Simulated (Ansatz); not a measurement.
## Scan of the Al2–H7 bond length

CH4AlCl (SMILES [CH3][AlH][Cl]), singlet, at its PBE0-D4/def2-TZVP minimum:

```
7
angstrom
C -0.7122 0.5230 -0.2855
Al 0.8571 -0.5067 0.1976
Cl 0.6957 -2.0081 1.6639
H -0.5388 1.5903 -0.1124
H -1.5984 0.2257 0.2777
H -0.9321 0.4138 -1.3525
H 2.2899 -0.3060 -0.4346
```

The bond length Al2–H7 (1.579 Å at the minimum) is set to the values below, with the rest relaxed at PBE0-D4/def2-TZVP at each step. Each method's energies count from its own value at the PBE0-D4 minimum structure. Computed with Ansatz 0.2.0 (basis: def2-TZVPP); correlated methods freeze the cores.

CCSD(T) energies along the scan:
```
bond length (Å)  CCSD(T) (eV)
          1.389         0.307
          1.444         0.139
          1.525         0.017
          1.619         0.013
          1.723         0.127
          1.835         0.337
          1.954         0.621
          2.079         0.953
          2.210         1.311
```
They count from the CCSD(T) energy at the PBE0-D4 minimum.

Minimum and curvature along this coordinate at CCSD(T): A fifth-order fit through the nearest points gives 1.574 Å, with a curvature of about 14 eV/Å².

Largest difference from the CCSD(T) curve over the scan: PBE-D4 0.150; r2SCAN-D4 0.025; PBE0-D4 0.036; wB97M-V 0.069 eV. Each curve counts from its own value at the minimum.

The T1 diagnostic stays at or below 0.012.

For scale, one of the runs: CCSD(T)/def2-TZVPP, 171 basis functions (an equivalent command: `ansatz run in.yaml --threads 2`). Hardware: 2 CPU threads, shared host. Wall time 25 s; peak host memory 1.3 GiB.
